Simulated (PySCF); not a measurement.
**AlH₃ + BH → AlH + BH₃**

Level: PBE0 in the def2-TZVP basis family, all electrons, no relativity, computed in PySCF with density fitting; open shells unrestricted.

```
species              state and structure      E (Eh)  ZPE (kJ/mol)  H(298 K) − H(0) (kJ/mol)  S° (J/(mol K))
   AlH₃  singlet, D3h, Al–H 1.586 Å (×3)  -244.07875          48.3                      10.6           207.5
     BH        singlet, C∞v, B–H 1.241 Å   -25.24752          13.9                       8.7           172.0
    AlH       singlet, C∞v, Al–H 1.665 Å  -242.85993           9.9                       8.7           187.8
    BH₃   singlet, D3h, B–H 1.193 Å (×3)   -26.56583          68.6                      10.1           188.4
```

Problem. What is the electronic reaction energy?

Solution. At PBE0/def2-TZVP, ΔE = -261.2 kJ/mol from the differences of the total energies times 2625.5, downhill. Both ends count: the low oxidation state of boron is very reactive, and aluminium holds its high one more weakly.

Problem. Add zero-point, thermal and entropy terms for 298.15 K and 1 bar.

Solution. ΔZPE = 16.3 and Δ[H(298) − H(0)] = -0.5 kJ/mol give ΔH° = -245.4 kJ/mol. ΔS° = -3.3 J/(mol K), so ΔG° = -245.4 − 298.15 × (-0.0033) = -244 kJ/mol.

The structures come from searches over a few start shapes, so lower isomers are not excluded.
